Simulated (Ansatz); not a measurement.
# CH5BF: the cost of one run

Method: UKS BHLYP/6-31G*, in Ansatz 0.2.0.

### Step 1. The system as given

Bond lengths: B1–H3 1.190 Å, B1–C4 1.600 Å, C4–H5 1.110 Å, C4–H6 1.110 Å, C4–H7 1.110 Å. Angles: H3–B1–C4 120.0°, B1–C4–H5 109.5°, B1–C4–H6 109.5°, B1–C4–H7 109.5°, H5–C4–H6 109.4°, H5–C4–H7 109.4°, H6–C4–H7 109.4°.

Coordinates:

```xyz
8

B     0.0000    0.0000    0.0000
H     0.0000    0.0000    1.4400
H     1.0305    0.0000   -0.5950
C    -1.3856    0.0000   -0.8000
H    -1.9458   -0.9305   -0.5708
H    -1.9898    0.8797   -0.4946
H    -1.1839    0.0508   -1.8903
F     0.0000    0.0000    2.6600
```

### Step 2. Pulling towards end A

Springs on the bonds that form and break draw the guess towards this end; the thresholds are loose.

The input, input.yaml:

```yaml
crystal:
  periodic: [false, false, false]
  atoms:
    - { symbol: B, position_ang: [0.0, 0.0, 0.0] }
    - { symbol: H, position_ang: [0.0, 0.0, 1.44] }
    - { symbol: H, position_ang: [1.0305, 0.0, -0.595] }
    - { symbol: C, position_ang: [-1.3856, 0.0, -0.8] }
    - { symbol: H, position_ang: [-1.9458, -0.9305, -0.5708] }
    - { symbol: H, position_ang: [-1.9898, 0.8797, -0.4946] }
    - { symbol: H, position_ang: [-1.1839, 0.0508, -1.8903] }
    - { symbol: F, position_ang: [0.0, 0.0, 2.66] }
magnetization:
  spin_polarized: true
  initial_magnetization: 1
basis:
  gaussian: { orbitals: "6-31G*" }
hamiltonian:
  xc: { name: BHLYP }
relax:
  f_tol: 0.15
  max_steps: 25
  restrain:
    - { distance: [1, 7], at: 2.12, k: 30.0 }
    - { distance: [0, 1], at: 1.19, k: 30.0 }
output:
  orbitals: {}
```

Command:

```console
> ansatz run input.yaml --threads 1 --pin off --max-ram 2048MiB --backend cpu --events-out ev --progress --plain --runs-dir out
```

Q: Estimate wall time and peak memory on 1 thread of Arm Neoverse V2, shared host.

About 17 s, with a peak of 0.14 GiB.
